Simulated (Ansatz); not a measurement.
in.yaml

```yaml
crystal:
  periodic: [false, false, false]
  atoms:
    - {symbol: Al, position_ang: [0.000000, 0.000000, 0.623040]}
    - {symbol: F, position_ang: [0.000000, 0.000000, -1.026821]}
    - {symbol: H, position_ang: [0.000000, 1.404203, 1.338066]}
    - {symbol: H, position_ang: [0.000000, -1.404203, 1.338066]}
basis:
  gaussian: {orbitals: cc-pVDZ}
magnetization: {spin_polarized: true, initial_magnetization: 2}
hamiltonian: {xc: {name: PBE0}}
output: {orbitals: {seedname: orbitals}}
```

```sh
$ ansatz run in.yaml --threads 1 --pin off --events-out ev --progress --plain --max-ram 2816MiB --backend cpu
```

(1) Roughly how long does this take on 1 thread of AMD EPYC 7R13, shared host, and how much host memory?

```
394 factors; integrals over basis functions are off by at most 9.3e-4 eV
mean field evaluation 1: about -9334.5292 eV, gradient 2.3e1 eV
mean field evaluation 2: about -9320.0225 eV, gradient 6.3e1 eV
mean field evaluation 4: about -9336.3374 eV, gradient 4.1e-1 eV
mean field evaluation 8: about -9336.3945 eV, gradient 1.9e-1 eV
mean field evaluation 16: about -9336.3947 eV, gradient 8.5e-5 eV
mean field -9336.39472082 eV, -343.1061775546 hartree, gradient 5.9e-5 eV, S^2 2.008001; 0 other end points of the search recorded, 0 dependent functions left out
reference -9336.39475395 eV, -343.1061787719 hartree; 13, 11 occupied and 29, 31 virtual orbitals, 394 factors
Total energy: -9336.39475395 eV, -343.1061787719 hartree
```

Results:

(1) 1.1 s wall and 0.14 GiB.
